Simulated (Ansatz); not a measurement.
Body-centred tetragonal In, treated with PBE-D4 in Ansatz (plane waves, PAW).

Numerical settings: plane-wave cutoff 520 eV, 24×24×24 k mesh, Fermi–Dirac smearing 0.05 eV, scalar-relativistic PAW data made under PBE.

Shape and atoms are relaxed at each volume.

Pressure at four volumes; x = ln(V/26.073 Å³). One pressure is withheld.

```tsv
V (Å³/atom)	x	P (GPa)
25.030	-0.0408	?
25.552	-0.0202	0.88
26.073	0.0000	-0.01
27.116	0.0392	-1.49
```

Task: Pass a parabola P(x) through the three rows shown, estimate the bulk modulus and its pressure derivative near zero pressure, and predict the withheld pressure.

Result: Slopes between the rows: (-0.01 − (0.88))/(0.0000 − (-0.0202)) = -44.06 and (-1.49 − (-0.01))/(0.0392 − (0.0000)) = -37.76 GPa. Their difference over the span 0.0594 is c = 6.30/0.0594 = 106.1 GPa, so P(x) = 0.88 + (-44.06)(x − (-0.0202)) + 106.1 (x − (-0.0202))(x − (0.0000)). At the middle row B = −dP/dx = −[-44.06 + 106.1 × 0.0202] = 41.9 GPa, and B′ = dB/dP = 2c/B = 5.1. At x = -0.0408 the parabola gives 1.88 GPa; the run gives 1.89 GPa. The Birch–Murnaghan fit to the energies at all volumes has B0 = 41.9 GPa and B′ = 5.2.

Measured, for comparison: bulk modulus 44.7 GPa (copied from a table, unchecked, extrapolated to 0 K and zero-point effects removed; as tabulated in Lejaeghere et al. (2013), arXiv:1204.2733). Computed less measured: bulk modulus not scored (unchecked).

Spin–orbit coupling is not included.

Ansatz is a quantum-chemistry and plane-wave program.
